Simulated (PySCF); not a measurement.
Consider 2-fluoropropane, `CC(C)F` (C3H7F). Optimised structure (Å), atoms numbered from 1:
```
C    -1.1991   -0.4540    0.1330
C    -0.1072    0.5484   -0.1629
C     1.2891   -0.0241   -0.0784
F    -0.2101    1.5881    0.7472
H    -1.0649   -0.8775    1.1404
H    -1.1822   -1.2781   -0.5959
H    -2.1863    0.0284    0.0896
H    -0.2680    0.9869   -1.1653
H     1.4702   -0.4400    0.9248
H     1.4284   -0.8269   -0.8178
H     2.0385    0.7578   -0.2688
```

These are calculated values, ωB97X-D3(BJ)/ma-def2-TZVP in PySCF (grid level 2) at geometries from PBE0-D3(BJ)/def2-SVP. Zero-point and thermal terms (298.15 K, 1 bar) come from unscaled PBE0-D3(BJ)/def2-SVP harmonic frequencies, with soft modes damped to free rotors in the entropy.

Q: What are the vertical and the adiabatic ionisation energy for forming the radical cation?

A: 11.84 eV vertical and 10.95 eV adiabatic, the latter with zero-point energy.

Q: What oxidation potential follows in water (IEF-PCM), given that Fc+/Fc comes at 4.52 V absolute with this functional and basis?

A: In the gas phase ΔG of oxidation is 10.918 eV, and solvation is -12.4 kJ/mol for the parent and -270.2 kJ/mol for the product, so the absolute potential is 8.25 V, or 3.73 V against Fc+/Fc. Fc+/Fc in water, 4.52 V, is ωB97X-D3(BJ)/ma-def2-TZVP on PBE0-D3(BJ)/def2-SVP structures with GFN2-xTB thermal terms. Benchmark calculations put it near 5.0 V in acetonitrile and DMSO, so it is about 0.5 V low, and the value against it can read up to that much too high. The solvent is electrostatics only, on gas-phase structures; the absolute scale refers to an electron at rest in vacuum.

Q: How far is −ε(HOMO) from the vertical value by ΔSCF?

A: −ε(HOMO) = 11.74 eV, which is 0.11 eV below the ΔSCF value.

Caveats: C1 and C3 are equivalent in the parent, but the relaxed radical cation is symmetry-broken (Cs to C1), which is often an artefact of the method; its spin populations, distances and adiabatic value belong to that structure.

Differences come from unrounded values, so a last digit can differ from that of the printed terms.
